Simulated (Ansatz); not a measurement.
**Relaxing Ga3Cl2**

These are results of DFT PBE, scalar-relativistic, plane waves, PAW (Ansatz), not measurements. Cutoff 420 eV, Γ-centred k mesh, Gaussian smearing, no spin polarisation in the final step.

The start puts Ga3Cl2 on the anti-A-type sesquioxide structure type (P-3m1, No. 164), with Cl in place of La, Ga in place of O, at a guessed volume.

```
CELL_PARAMETERS angstrom
4.23303 0.00000 0.00000
-2.11651 3.66591 0.00000
0.00000 0.00000 6.58590
ATOMIC_POSITIONS crystal
Ga 0.00000 0.00000 0.00000
Ga 0.33333 0.66667 0.64500
Ga 0.66667 0.33333 0.35500
Cl 0.33333 0.66667 0.24500
Cl 0.66667 0.33333 0.75500
```

Cell and atoms relax at zero pressure; the relaxation can't lower the symmetry of the start. After a coarse first stage the cell is made exact in the group found at 0.06 Å.

Formation energies are uncorrected and refer to the elements' standard structures at the same level (Cl₂ as a molecule).

**Question.** Which crystal results?

**Answer.** It keeps P-3m1 (No. 164), but not the shape of the type it started on. Conventional cell: a = 4.375 Å, c = 8.762 Å. Around Ga on Wyckoff site a (1 atom of the primitive cell) lie 6 Cl at 3.04 Å; around Ga on Wyckoff site d (2 atoms of the primitive cell) lie 1 Cl at 2.43 Å and 3 Ga at 2.58 Å; around Cl lie 1 Ga at 2.43 Å and 3 Ga at 3.04 Å.

```xyz
5
Lattice="4.3754 0.0000 0.0000 -2.1877 3.7892 0.0000 0.0000 0.0000 8.7618" Properties=species:S:1:pos:R:3 pbc="T T T"
Ga    0.0000    0.0000    0.0000
Ga    0.0000    2.5261    4.1227
Ga    2.1877    1.2631    4.6391
Cl    0.0000    2.5261    1.6931
Cl    2.1877    1.2631    7.0688
```

**Question.** What are its volume, energy, density and gap?

**Answer.** The volume per atom is 29.05 Å³. The density is 3.20 g/cm³. The energy over the elements is -0.54 eV/atom and the gap on the 12×12×4 mesh is 0 eV (a metal).

The final run used a 12×12×4 mesh on its 5-atom cell and 0.10 eV smearing. For metals, differences of a few meV/atom aren't resolved. Symmetry constrained the relaxation, so the result can be a saddle point.

Cost: 3 runs of about 5.7 core-minutes in all, on Arm Neoverse N1 (shared hosts).